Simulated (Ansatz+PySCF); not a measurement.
## singlet MgO: levels of theory in one basis

```yaml
atoms:
  - { symbol: Mg, position_ang: [0.0000, 0.0000, -0.6991] }
  - { symbol: O, position_ang: [0.0000, 0.0000, 1.0486] }
```

Basis set: def2-SVP (spherical functions). Left uncorrelated: 2 orbitals. Charge 0, multiplicity 1.

Computed with Ansatz (development build ahead of 0.2.0); each method stands on the lowest determinant of its kind that the runs found. NEVPT2 correlates all electrons. Active spaces start from the frontier orbitals, and the lowest solution found is given.

```tsv
method	E − E(RHF) (eV)	<S²> of the determinant
RHF	0.00	0.00
UHF	-2.48	1.01
RHF-MP2	-7.53	–
RHF-CCSD	-7.11	–
RHF-CCSDT(Q)	-7.74	–
CASSCF(8,8)	-4.81	–
CASSCF(2,2)	-2.35	–
SC-NEVPT2(8,8)	-7.10	–
SC-NEVPT2(2,2)	-6.86	–
```

**Question.** What does RHF-CCSD(T) give on the same scale?

**Answer.** -7.63 eV.

**Question.** Is a single determinant a sound starting point here?

**Answer.** It is doubtful. Unrestricted orbitals lower Hartree–Fock by 2.48 eV and <S²> is 1.01 where a pure state has 0.00, a sign of strong static correlation. The CASSCF(8,8) natural occupations are 1.99, 1.96, 1.96, 1.79, 0.21, 0.04, 0.04, 0.01. The CASSCF(2,2) natural occupations are 1.22, 0.78.

Caution for RHF, RHF-MP2, RHF-CCSD, RHF-CCSD(T), RHF-CCSDT(Q): an unrestricted determinant lies well below. Caution for UHF: the unrestricted determinant is a mixture of spin states. Caution for RHF-MP2, RHF-CCSD, RHF-CCSD(T), RHF-CCSDT(Q): large share of triples, a single reference is doubtful. Caution for CASSCF(2,2): other starts end on other solutions of this active space.
